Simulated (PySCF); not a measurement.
**The first ionisation energy along group 13**

All values are computed (PySCF 2.14, energy differences of UHF-based or UKS calculations, no spin-orbit coupling). Values in eV. The last column holds reference values (NIST; (s) semi-empirical, (t) theoretical, else measured). Unmarked ones compare directly (S terms, centres of terms, or small fine structure); those marked * lie between the lowest fine-structure levels and include a spin-orbit shift.

```tsv
element	configurations	CCSD(T) (valence and next inner shell)	SCS-MP2 (valence)	CCSD(T) (valence)	CCSDT (valence)	LDA	r2SCAN	reference
B (def2-TZVPPD, non-relativistic)	[He] 2s2 2p1 → [He] 2s2	8.226	8.232	8.210	8.222	8.638	8.766	8.297
Ga (def2-TZVPPD, non-relativistic)	[Ar] 3d10 4s2 4p1 → [Ar] 3d10 4s2	5.895	5.732	5.833	5.841	6.049	6.123	5.931
In (def2-TZVPPD with the def2 core potential (28 electrons), ECP)	[Kr] 4d10 5s2 5p1 → [Kr] 4d10 5s2	5.511	5.376	5.469	5.476	5.710	5.705	5.603
Tl (def2-TZVPPD with the def2 core potential (60 electrons), ECP)	[Xe] 4f14 5d10 6s2 6p1 → [Xe] 4f14 5d10 6s2	5.292	5.157	5.234	5.239	5.582	5.498	5.464
```

Q: Fill in the row of Al (def2-TZVPPD, non-relativistic) ([Ne] 3s2 3p1 → [Ne] 3s2).

A: CCSD(T) (valence and next inner shell) 5.914; SCS-MP2 (valence) 5.796; CCSD(T) (valence) 5.935; CCSDT (valence) 5.948; LDA 6.022; r2SCAN 6.162; reference 5.977 (eV).

"Valence" correlates the outer s and p shells and, in groups 3 to 12 and the f block, the outer d or f shell, open or full, or the next shell where the ion has no valence electron left; the wider scheme adds the next inner shell.
